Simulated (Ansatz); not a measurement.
# H2OSi: ladder of basis sets in Python

How does the energy of H2OSi converge with the basis? Wanted for H2OSi: a ladder of basis sets. SMILES: O=[SiH2].

Program: Ansatz 0.2.0 through its Python package. The levels of theory stand in the script. These are calculated values, not measurements.

### 1 The structure

Bond lengths: O1–Si2 1.504 Å, Si2–H3 1.456 Å, Si2–H4 1.456 Å. Angles: O1–Si2–H3 124.8°, O1–Si2–H4 124.9°, H3–Si2–H4 110.3°.

The script holds or builds the structure itself.

### 2 The code

Input file h2osi.py:

```python
"""How the energy of H2OSi converges with the basis."""

import ansatz as az

geometry_ang = [
    ("O", [-0.28145, 0.41089, 1.46164]),
    ("Si", [-0.00754, 0.01094, 0.03795]),
    ("H", [0.43073, -1.312, -0.38447]),
    ("H", [-0.14173, 0.89018, -1.11512]),
]
molecule = az.Crystal.molecule()
for symbol, xyz in geometry_ang:
    molecule = molecule.atom(symbol, xyz)

calc = (
    molecule.calculation()
    .functional("B3LYP", dispersion="d3bj")
)

energies = {}
for basis in ["cc-pVDZ", "cc-pVTZ"]:
    r = calc.basis(gaussian=basis).run(threads=1).report
    size = r["n_frozen"] + r["n_occupied"][0] + r["n_virtual"][0]
    energies[basis] = (r["reference_energy_ev"] / 27.211386246, r["free_energy_ev"] / 27.211386246)
    print(f"{basis:14s} {size:4d} orbitals  reference {energies[basis][0]:14.6f} Ha  total {energies[basis][1]:14.6f} Ha")

last = energies["cc-pVTZ"][1]
for basis, (_, total) in energies.items():
    print(f"{basis:14s} lies {27.211386 * (total - last):9.4f} eV above cc-pVTZ")
```

### 3 The input behind the calls

The engine receives this input (first run):

```yaml
crystal:
  periodic: [false, false, false]
  atoms:
    - { symbol: O, position_ang: [-0.28145, 0.41089, 1.46164] }
    - { symbol: Si, position_ang: [-0.00754, 0.01094, 0.03795] }
    - { symbol: H, position_ang: [0.43073, -1.312, -0.38447] }
    - { symbol: H, position_ang: [-0.14173, 0.89018, -1.11512] }
basis:
  gaussian:
    orbitals: cc-pVDZ
hamiltonian:
  xc: b3lyp
  dispersion: d3bj
```

### 4 Running it

Launch:

```
$ python h2osi.py
```

The log of the run:

```text
cc-pVDZ          42 orbitals  reference    -365.906733 Ha  total    -365.909854 Ha
cc-pVTZ          92 orbitals  reference    -365.964679 Ha  total    -365.967800 Ha
cc-pVDZ        lies    1.5768 eV above cc-pVTZ
cc-pVTZ        lies    0.0000 eV above cc-pVTZ
```

Run time: 2.2 s. Hardware: 1 thread of Arm Neoverse V1, shared host; peak memory 0.18 GiB.

### 5 Inputs of later runs

The engine's inputs for the other runs:

Run 2, against run 1:

```diff
@@ -10 +10 @@
-    orbitals: cc-pVDZ
+    orbitals: cc-pVTZ
```

Lines on the test bed's own set-up are left out of the output.

### 6 What each run gave

The 2 runs, in the order started:

```
run    basis  energy (eV)  SCF cycles  CPU time (s)
  1  cc-pVDZ   -9956.9144          13          0.58
  2  cc-pVTZ   -9958.4912          15           1.1
```

### 7 Outcome

| quantity | value |
| --- | --- |
| runs compared | 2 |

**Reading.** Against cc-pVDZ: cc-pVTZ -57.9 mHa. The last step alone is -57.95 mHa. From the first set to the last the time grows from 0.6 to 1.1 s. The geometry is a force-field or estimated start, not a minimum of this method, and the last set is no limit. Much of the fall in a total is atomic energy, which cancels in bond and reaction energies. Total less reference energy is the dispersion correction. b3lyp holds the VWN-RPA fit, as in Gaussian; the form of ORCA and Turbomole is b3lyp5. For Al to Cl the sets with a tight d function, cc-pV(X+d)Z, are usual.
